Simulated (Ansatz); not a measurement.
Born–Oppenheimer molecular dynamics of C2H3N + C2H6 (14 atoms, charge 0, multiplicity 1). It starts from a relaxed structure.

Level of theory: Ansatz, RKS B3LYP-D4/STO-3G.

- ensemble: NVT, Nosé–Hoover chain
- time step: 1 fs
- steps asked: 250
- set temperature: 1000 K
- thermostat: time constant 100 fs, chain length 1
- masses: H 2.014 u
- seed: 458182

First frame:

```xyz
14
Properties=species:S:1:pos:R:3
C -0.673 -0.418 -1.955
C 0.258 0.695 -1.409
H -1.594 0.017 -2.374
H -0.170 -0.990 -2.750
H -0.952 -1.113 -1.147
H 1.179 0.260 -0.991
H -0.244 1.266 -0.613
H 0.543 1.398 -2.207
C 0.536 0.164 2.502
C -0.231 -0.867 1.737
N -0.844 -1.688 1.121
H 1.454 0.437 1.952
H -0.081 1.069 2.639
H 0.817 -0.231 3.494
```

(1) What does the run give?

(2) What happens to the structure?

(3) How do temperature and energy run in time?

Answers

(1) The run went to its last step.

```json
{
  "steps done": "250",
  "time covered": "250 fs",
  "mean temperature over the second half": "1143 K",
  "spread of the potential energy over the second half": "27.9 meV per atom",
  "mean potential energy of the second half above the start": "105.6 meV per atom"
}
```

The conserved energy wandered by up to 5.1 meV per atom (net 4.5 meV per atom), which is poor conservation. The mean temperature of the second half is 14 % above the set value. A run of 0.25 ps of so small a system gives no equilibrium averages. Limits of this set-up: minimal basis.

(2) The same pairs are bonded in the first frame and the last. Pairs count as bonded within 1.25 times the sum of covalent radii (0.12 Å more for H–H). This is one draw of velocities; another would differ in detail.

(3) 
| time (fs) | T (K) | potential energy less start (eV) | conserved less start (meV/atom) |
| --- | --- | --- | --- |
| 0.0 | 1000 | 0.000 | 0.00 |
| 20.0 | 620 | 0.615 | 0.86 |
| 40.0 | 659 | 0.608 | 1.36 |
| 60.0 | 440 | 1.045 | 2.33 |
| 80.0 | 484 | 1.088 | 2.44 |
| 100.0 | 621 | 1.028 | 2.31 |
| 120.0 | 626 | 1.213 | 2.21 |
| 140.0 | 794 | 1.182 | 2.02 |
| 160.0 | 743 | 1.579 | 3.06 |
| 180.0 | 920 | 1.650 | 3.83 |
| 200.0 | 1007 | 1.894 | 4.00 |
| 220.0 | 1486 | 1.542 | 3.14 |
| 240.0 | 1465 | 1.952 | 4.02 |

Time of the run: 8.8 min on 1 thread of Arm Neoverse V1, on a shared host, peak memory 0.096 GiB.
